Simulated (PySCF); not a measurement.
Indirect couplings

Molfile (atoms numbered from 1):
```
C2H8N
     RDKit          3D

 11 10  0  0  0  0  0  0  0  0999 V2000
    1.1791    0.4888   -0.0924 C   0  0  0  0  0  0  0  0  0  0  0  0
    0.1316   -0.5680   -0.0605 N   0  0  0  0  0  0  0  0  0  0  0  0
   -1.2545   -0.0618    0.1349 C   0  0  0  0  0  0  0  0  0  0  0  0
    2.1598    0.0214   -0.2445 H   0  0  0  0  0  0  0  0  0  0  0  0
    0.9583    1.1787   -0.9159 H   0  0  0  0  0  0  0  0  0  0  0  0
    1.1635    1.0294    0.8619 H   0  0  0  0  0  0  0  0  0  0  0  0
    0.3534   -1.2429    0.6831 H   0  0  0  0  0  0  0  0  0  0  0  0
    0.1725   -1.1115   -0.9325 H   0  0  0  0  0  0  0  0  0  0  0  0
   -1.9479   -0.9110    0.1698 H   0  0  0  0  0  0  0  0  0  0  0  0
   -1.2963    0.4978    1.0774 H   0  0  0  0  0  0  0  0  0  0  0  0
   -1.5104    0.5989   -0.7024 H   0  0  0  0  0  0  0  0  0  0  0  0
  1  2  1  0
  2  3  1  0
  1  4  1  0
  1  5  1  0
  1  6  1  0
  2  7  1  0
  2  8  1  0
  3  9  1  0
  3 10  1  0
  3 11  1  0
M  CHG  1   2   1
M  END
```

Indirect spin–spin couplings were computed at B3LYP/pcJ-1 (spin–dipole term only in couplings to heteroatoms) (PySCF 2.14) on a PBE0-D3(BJ)/def2-SVP structure, for the isolated molecule, without vibrational or relativistic corrections. Couplings are averaged over pairs made equivalent by symmetry, fast rotation or ring inversion, so a value needn't be that of the named pair in this geometry, while other rotamers aren't included; one pair stands for each set, and the list holds those of at least 0.8 Hz over up to four bonds.

Isotopes: ¹³C, ¹H, ¹⁵N.

```
  pair  bonds  J (Hz)
C1, N2      1       ?
C1, H4      1       ?
N2, H7      1   -78.1
C1, H7      2    -2.9
H4, H5      2   -14.3
H7, H8      2   -16.8
C1, H9      3     4.6
H4, H7      3     7.0
```

Task: Estimate the withheld couplings, with signs.

Result: 
- ¹J(C1,N2) = -4.8 Hz (bond length 1.488 Å)
- ¹J(C1,H4) = 155.6 Hz (bond length 1.097 Å, sp3 carbon)
